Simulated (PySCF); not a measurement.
Species: C₃H₉PS.
Numbering: `[CH3:1][P:2]([CH3:3])([CH3:4])=[S:5]` (hydrogens: H6, H7, H8 on C1; H9, H10, H11 on C3; H12, H13, H14 on C4)

Structure used (PBE0-D3(BJ)/def2-SVP), in Å, numbered top down from 1:
```xyz
14
C3H9PS angstrom
C     -0.6947    1.5713   -0.4219
P      0.1568    0.2303    0.4718
C      1.5458   -0.2281   -0.6160
C     -0.9876   -1.1843    0.3624
S      0.6852    0.6967    2.2883
H     -0.9744    1.2735   -1.4438
H     -1.5927    1.8498    0.1473
H     -0.0252    2.4424   -0.4548
H      2.0598   -1.0934   -0.1742
H      1.2080   -0.4716   -1.6348
H      2.2525    0.6131   -0.6457
H     -1.2602   -1.4119   -0.6793
H     -1.8899   -0.9449    0.9425
H     -0.5039   -2.0572    0.8231
```

Method: core-valence-separated Tamm–Dancoff BHandHLYP/aug-pcX-1 (pcseg-1 on H, def2-SVPD on P, def2-SVPD on S) in PySCF, non-relativistic, gas phase, PBE0-D3(BJ)/def2-SVP geometry. No empirical shift is added; at this level the pattern usually sits a few eV under experiment.

The lowest roots of each edge with f over 0.003 (five at most, numbered afresh; weaker and dark ones are left out), with transition dipoles (au) in the frame of the coordinates:

| root | edge | E (eV) | μx | μy | μz |
| --- | --- | --- | --- | --- | --- |
| 1 | C | 285.74 | -0.0224 | 0.0260 | -0.0193 |
| 2 | C | 285.74 | 0.0226 | 0.0032 | -0.0346 |
| 3 | C | 285.75 | 0.0218 | 0.0279 | 0.0346 |
| 4 | C | 286.32 | 0.0726 | 0.0209 | -0.0249 |
| 5 | C | 286.32 | -0.0265 | 0.0722 | -0.0173 |

Task: What are the oscillator strengths?

Result: f = (2/3) ΔE |μ|², with ΔE in hartree (27.2114 eV):

```tsv
root	ΔE (Eh)	|μ|² (au)	f	core hole on
1	10.5008	0.001550	0.011	C1/C3/C4
2	10.5009	0.001718	0.012	C1/C3/C4
3	10.5009	0.002451	0.017	C1/C3/C4
4	10.5220	0.006328	0.044	C1/C3/C4
5	10.5221	0.006214	0.044	C1/C3/C4
```

Task: Molecules are fixed in this frame and the field points along x. What effective strengths 3 f cos²θ do the roots have (θ between field and μ)?

Result: root 1 (C1/C3/C4): 0.011, root 2 (C1/C3/C4): 0.011, root 3 (C1/C3/C4): 0.010, root 4 (C1/C3/C4): 0.111, root 5 (C1/C3/C4): 0.015. Root 4 is the strongest. Averaged over all orientations cos²θ is 1/3, which gives f back. For degenerate partners only the sum has meaning, as the program may mix them freely.

